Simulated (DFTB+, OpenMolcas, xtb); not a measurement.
How methods differ on C3H4 (SMILES C#CC)

The species is C3H4 (7 atoms), meant as a singlet with charge 0. SMILES: `C#CC`. The shape is that of a PBE0-D4/def2-TZVP optimisation.

Each level gives the dipole moment (D). The values are calculated.

**The experiment to reproduce.** NIST CCCBDB gives the dipole moment of the gas as 0.78 D.

```json
{"level": "DFTB2", "kind": "semi-empirical", "program": "DFTB+", "value (D)": "0.71", "computed − measured": "-0.07", "CPU time": "under 2 s"}
{"level": "DFTB3-D3(BJ)", "kind": "semi-empirical", "program": "DFTB+", "value (D)": "0.79", "computed − measured": "+0.01", "CPU time": "under 2 s"}
{"level": "GFN2-xTB", "kind": "semi-empirical", "program": "xtb", "value (D)": "0.77", "computed − measured": "-0.01", "CPU time": "under 2 s"}
{"level": "HF/def2-SVPD", "kind": "Hartree–Fock", "program": "OpenMolcas", "value (D)": "0.74", "computed − measured": "-0.04", "CPU time": "9.1 s"}
{"level": "SVWN5/def2-SVPD", "kind": "LDA", "program": "OpenMolcas", "value (D)": "0.90", "computed − measured": "+0.12", "CPU time": "25 s"}
{"level": "BLYP/def2-SVPD", "kind": "GGA", "program": "OpenMolcas", "value (D)": "0.81", "computed − measured": "+0.03", "CPU time": "34 s"}
{"level": "r2SCAN/def2-SVPD", "kind": "meta-GGA", "program": "OpenMolcas", "value (D)": "0.85", "computed − measured": "+0.07", "CPU time": "55 s"}
{"level": "M06-2X/def2-SVPD", "kind": "hybrid meta-GGA", "program": "OpenMolcas", "value (D)": "0.78", "computed − measured": "0.00", "CPU time": "45 s"}
```

Nearest: M06-2X/def2-SVPD (0.00 D); farthest: SVWN5/def2-SVPD (+0.12 D). The measured dipole is a vibrational average, so differences of a few hundredths of a debye mean little. Computed less measured by kind, in D (def2-SVPD rows): semi-empirical -0.07 to +0.01; Hartree–Fock -0.04; LDA +0.12; GGA +0.03; meta-GGA +0.07; global hybrid +0.00. Magnitudes only: a small dipole may point the other way at some levels. CPU times are rough (shared hosts, several kinds of processor): they show what a rung costs within a factor of a few.
